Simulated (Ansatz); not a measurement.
The same path of C₄H₇N (12 atoms, charge 0, multiplicity 1) was run 3 times with different band settings. The coordinate that changes most is the dihedral C3–C2–C4–H11.

Method: Ansatz 0.2.0, RKS PBE/6-31G*.

Relaxed end points:

```xyz
12
Properties=species:S:1:pos:R:3
C 0.403 1.087 1.221
C 0.110 0.201 0.243
C -1.246 0.123 -0.414
C 1.165 -0.736 -0.201
N 1.103 -1.653 -1.105
H -0.332 1.807 1.595
H 1.398 1.116 1.679
H -1.174 0.291 -1.505
H -1.704 -0.873 -0.272
H -1.935 0.875 0.000
H 2.133 -0.625 0.320
H 0.155 -1.669 -1.527
```

```xyz
12
Properties=species:S:1:pos:R:3
C 0.503 0.997 0.939
C -0.054 0.087 0.112
C -1.508 0.133 -0.295
C 0.734 -1.058 -0.428
N 2.004 -1.164 -0.609
H -0.070 1.839 1.337
H 1.548 0.919 1.260
H -1.615 0.200 -1.393
H -2.032 -0.790 0.016
H -2.030 0.992 0.155
H 0.129 -1.934 -0.728
H 2.468 -0.277 -0.332
```

Common settings: spring 5.0 eV/Å²; optimiser quadratic models (default); start path through a guess of the saddle point; force threshold 0.03 eV/Å; end points relaxed.

| run | movable images | climbing image | iteration limit |
| --- | --- | --- | --- |
| 1 | 5 | yes | 30 |
| 2 | 5 | yes | 6 |
| 3 | 4 | no | 60 |

What does each run give, and how far can it be trusted?

Run 1: converged after 8 iterations, highest image 0.302 eV above the first end. A vibrational analysis at the climbing image gives one clearly imaginary mode, 143i cm⁻¹: a first-order saddle point.
Run 2: not converged after 6 iterations, highest image 0.302 eV above the first end. The band didn't meet its force threshold, so its energies are provisional: the largest band force was still 0.10 eV/Å, and over the last iterations the top stayed at 0.30 eV.
Run 3: converged after 7 iterations, highest image 0.290 eV above the first end. No image climbed, so the highest image needn't sit at the top of the path.
